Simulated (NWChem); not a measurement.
System meant: O cation, quartet

Input file for NWChem:

```
start job
memory heap 200 mb stack 900 mb global 1100 mb
charge 1
geometry units angstroms noautoz
  O      0.000000     0.000000     0.000000
end
basis spherical
  * library def2-svp
end
dft
  odft
  mult 5
  xc b3lyp
  iterations 150
  mulliken
end
task dft energy
```

End of the output:

```
            Nuclear Dipole moment (a.u.)
            ----------------------------
        X                 Y               Z
 ---------------- ---------------- ----------------
     0.0000000000     0.0000000000     0.0000000000

            XYZ format geometry
            -------------------
     1
 geometry
 O                     0.00000000     0.00000000     0.00000000

 Summary of "ao basis" -> "" (spherical)
 ------------------------------------------------------------------------------
       Tag                 Description            Shells   Functions and Types
 ---------------- ------------------------------  ------  ---------------------
 *                          def2-svp                  on all atoms

                                 NWChem DFT Module
                                 -----------------

 Summary of "ao basis" -> "ao basis" (spherical)
 ------------------------------------------------------------------------------
       Tag                 Description            Shells   Functions and Types
 ---------------- ------------------------------  ------  ---------------------
 O                          def2-svp                 6       14   3s2p1d

 Summary of "ao basis" -> "ao basis" (spherical)
 ------------------------------------------------------------------------------
       Tag                 Description            Shells   Functions and Types
 ---------------- ------------------------------  ------  ---------------------
 O                          def2-svp                 6       14   3s2p1d

  number of electrons :                    7
  multiplicity        :                    5
 ------------------------------------------------------------------------
  no. of electrons and multiplicity not compatible                   7
 ------------------------------------------------------------------------
 ------------------------------------------------------------------------
  current input line :
    17: task dft energy
 ------------------------------------------------------------------------
 ------------------------------------------------------------------------
 There is an error in the input file
 ------------------------------------------------------------------------
 For more information see the NWChem manual at https://nwchemgit.github.io

0: no. of electrons and multiplicity not compatible:Received an Error in Communication
```

What is wrong, and how is it mended?

The input was rejected before any calculation. Cause: the multiplicity doesn't fit the number of electrons (an even count wants an odd multiplicity, and the reverse). This input runs:
```
start job
memory heap 200 mb stack 900 mb global 1100 mb
charge 1
geometry units angstroms noautoz
  O      0.000000     0.000000     0.000000
end
basis spherical
  * library def2-svp
end
dft
  odft
  mult 4
  xc b3lyp
  iterations 150
  mulliken
end
task dft energy
```
It converges to -74.48553 Ha (B3LYP/def2-SVP, spin-unrestricted).
